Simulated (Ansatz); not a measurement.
# SiO₂ (triplet): from Hartree-Fock to the top rungs, def2-TZVPP

An exercise on one series of results from a longer session: the logs are not shown, and one member is left open.

The runs use Ansatz 0.2.0, Gaussian basis; def2-TZVPP, core rule «outside noble gas», up to 7 orbitals frozen.

To be run: UHF; ROHF; CCSD(T) on UHF.

2 further runs of the same task are left out: 2 set aside as unsound or not needed.

## What is computed

The geometry is a PBE0/def2-TZVP stationary point (not a proven minimum) of the parent state, kept for this charge and spin.

3 atoms, charge 0, spin multiplicity 3.

Atoms are counted from 1 here; the program's logs count them from 0.

Bond lengths: O1–O2 1.302 Å, O2–Si3 1.542 Å. Angles: O1–O2–Si3 180.0°.

Set-up of the first run:

File in.yaml:

```yaml
crystal:
  periodic: [false, false, false]
  atoms:
    - {symbol: O, position_ang: [0.000000, 0.000000, -1.382200]}
    - {symbol: O, position_ang: [0.000000, 0.000000, -0.079800]}
    - {symbol: Si, position_ang: [0.000000, 0.000000, 1.462000]}
basis:
  gaussian: {orbitals: def2-TZVPP}
magnetization: {spin_polarized: true, initial_magnetization: 2}
hamiltonian: {xc: hf}
output: {orbitals: {seedname: orbitals}}
```

Run with:

```sh
ansatz run in.yaml --threads 1 --pin off --events-out ev --progress --plain --max-ram 4096MiB --backend cpu
```

Steps of the session up to this table: UHF; ROHF; CCSD(T) on UHF.

One table of the session follows, with a row left open; its other results are not shown here.

It belongs to the step «Misses and costs». 

```
  method  from UCCSD(T) (meV)
    ROHF                    ?
     UHF             +14742.6
    UMP2              +1325.0
   UCCSD               +583.8
UCCSD(T)                    0
```

**Question.** Estimate the row for ROHF.

The run gave: from UCCSD(T) (meV): +15068.9. In the column «from UCCSD(T) (meV)» it is the highest.
